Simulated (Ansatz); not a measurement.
# Al2 (triplet): wave-function methods side by side at distance Al1–Al2 = 4.695 Å, cc-pVTZ

One table from this session's results is given with a row withheld; the runs are named, their logs left out.

Computed with Ansatz 0.2.0, Gaussian basis. Level: cc-pVTZ, core rule «outside noble gas», up to 10 orbitals frozen.

The runs, in order: UHF; CCSD(T) on ROHF; CCSD(T) on UHF; BCCD(T) on ROHF; CISD; CCSDT(Q) on ROHF; CCSDT(Q) on UHF; CASSCF and MRCISD+Q, 4 electrons in 4 orbitals; CASSCF and NEVPT2, 4 electrons in 4 orbitals; CASSCF and MRCISD+Q, 6 electrons in 8 orbitals; CASSCF and NEVPT2, 6 electrons in 8 orbitals; Full CI.

## The geometry

The geometry derives from a PBE0/def2-TZVP stationary point (not a proven minimum). One bond is set to the value named and the two fragments are kept rigid.

2 atoms, charge 0, spin multiplicity 3.

Atoms are counted from 1 here; the program's logs count them from 0.

No contacts short enough for the rule that draws bonds.

The first run:

in.yaml reads:

```yaml
crystal:
  periodic: [false, false, false]
  atoms:
    - {symbol: Al, position_ang: [0.000000, 0.000000, 0.000000]}
    - {symbol: Al, position_ang: [0.000000, 0.000000, 4.695000]}
basis:
  gaussian: {orbitals: cc-pVTZ}
magnetization: {spin_polarized: true, initial_magnetization: 2}
hamiltonian: {xc: hf}
output: {orbitals: {seedname: orbitals}}
```

Launch:

```sh
> ansatz run in.yaml --threads 1 --pin off --events-out ev --progress --plain --max-ram 4096MiB --backend cpu
```

Steps of the session up to this table: UHF; CCSD(T) on ROHF; CCSD(T) on UHF; BCCD(T) on ROHF; CISD; CCSDT(Q) on ROHF; CCSDT(Q) on UHF; CASSCF and MRCISD+Q, 4 electrons in 4 orbitals; CASSCF and NEVPT2, 4 electrons in 4 orbitals; CASSCF and MRCISD+Q, 6 electrons in 8 orbitals; CASSCF and NEVPT2, 6 electrons in 8 orbitals; Full CI.

One of the session's tables, all rows but one given; the rest of the session is left out.

It belongs to the step «Misses and costs». 

```
   method  from FCI (kJ/mol)
     ROHF                  ?
      UHF             +289.1
     RMP2              +94.5
     UMP2              +96.3
     CISD              +35.7
    RCCSD              +18.3
    UCCSD              +17.3
 RCCSD(T)              +10.1
 UCCSD(T)              +10.1
  BCCD(T)              +10.2
   RCCSDT               +4.1
   UCCSDT               +4.6
RCCSDT(Q)               +2.0
UCCSDT(Q)               +2.8
      FCI                  0
```

Q: Estimate the row for ROHF from the others.

As computed: from FCI (kJ/mol): +309.0. In the column «from FCI (kJ/mol)» it is the highest.

Limits of these values: Left out of the table: CASSCF pair, NEVPT2 pair, MRCISD pair, MRCISD+Q pair, CASSCF valence, NEVPT2 valence, MRCISD valence, MRCISD+Q valence (the active space lost an orbital or holds another state than full CI finds). Levels on UHF freeze UHF's core orbitals, full CI those of ROHF, so the U rows can settle a little off it for that reason alone. Restricted and unrestricted rows rest on different reference determinants; where their highest levels disagree by more than a few hundredths of an eV, they describe different states and don't form one ladder. Warnings in the runs' records: passed over end.
